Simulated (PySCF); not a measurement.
## Simulated absorption spectrum

Ethanethiol, C2H6S.
Structure used (PBE0-D3(BJ)/def2-SVP), in Å, numbered top down from 1:
```
atom  x, y, z in Å
C1    -0.7822    0.5374    0.1167
C2     0.1143   -0.6596   -0.1309
S3     1.7117   -0.5937    0.7407
H4    -1.7509    0.4113   -0.3939
H5    -0.3229    1.4640   -0.2620
H6    -0.9707    0.6732    1.1918
H7    -0.3536   -1.5841    0.2427
H8     0.2951   -0.8140   -1.2060
H9     2.1918    0.4961    0.1025
```

Computed with TDDFT PBE0/def2-SVPD, vertical, gas phase, core orbitals frozen in the response (PySCF 2.14.0, density-fitted response routines).

Each state is given a Gaussian of 0.5 eV full width at half maximum, with ε(max) = 2.175×10⁸ f / Δν̃ (Δν̃ the width in cm⁻¹). The width is an assumption, not a result. The curve ends short of the highest state used, and states not computed would add to its high-energy end.

| E (eV) | ε (L mol⁻¹ cm⁻¹) |
| --- | --- |
| 4.73 | 1 |
| 4.87 | 8 |
| 5.02 | 47 |
| 5.17 | 167 |
| 5.31 | 349 |
| 5.46 | 477 |
| 5.61 | 419 |
| 5.75 | 356 |
| 5.90 | 621 |
| 6.05 | 1284 |
| 6.19 | 1760 |
| 6.34 | 1560 |
| 6.48 | 1009 |
| 6.63 | 865 |
| 6.78 | 1476 |
| 6.92 | 2242 |
| 7.07 | 2579 |
| 7.22 | 2259 |
| 7.36 | 1597 |
| 7.51 | 844 |
| 7.66 | 411 |
| 7.80 | 529 |
| 7.95 | 1445 |
| 8.10 | 3476 |

Q: Where are the band maxima, and which computed states make them?

A: 226 nm (5.48 eV), ε about 480, made up of S1 (99%); 199 nm (6.23 eV), ε about 1800, made up of S2 (100%); 175 nm (7.07 eV), ε about 2600, made up of S3 (61%) and S4 (29%) (ε in L mol⁻¹ cm⁻¹; maxima over ε = 5, shares over 10%). At its high-energy end, 8.10 eV, the curve is still rising (ε about 3500, from S6, S7 and S8). The states used: S1 5.48 eV (f 0.0088); S2 6.22 eV (f 0.033); S3 6.96 eV (f 0.033); S4 7.20 eV (f 0.017); S5 7.34 eV (f 0.011); S6 8.10 eV (f 0.015); S7 8.33 eV (f 0.039); S8 8.40 eV (f 0.054); S9 8.58 eV (f 0.057); S10 8.70 eV (f 0.116).

Q: Coming from long wavelengths, where does ε first pass 100 L mol⁻¹ cm⁻¹?

A: At about 243 nm (5.10 eV), 0.37 eV below S1.

Q: On this curve, what absorbance would a 10⁻⁴ mol/L sample give at 222 nm over a 1 cm path?

A: 222 nm is 5.585 eV, where ε is about 440 L mol⁻¹ cm⁻¹, so A = ε c l ≈ 0.044 (Beer–Lambert, with the gas-phase spectrum and the assumed width).

Q: What would ε be at 7.07 eV, the highest of these maxima, with half the width (0.25 eV)?

A: About 2910 L mol⁻¹ cm⁻¹ against 2580, a factor of about 1.1; a lone state at its own centre would give exactly 2.

All these states lie below the vertical ionisation energy of 9.23 eV (ΔSCF).

One conformer stands for the species.
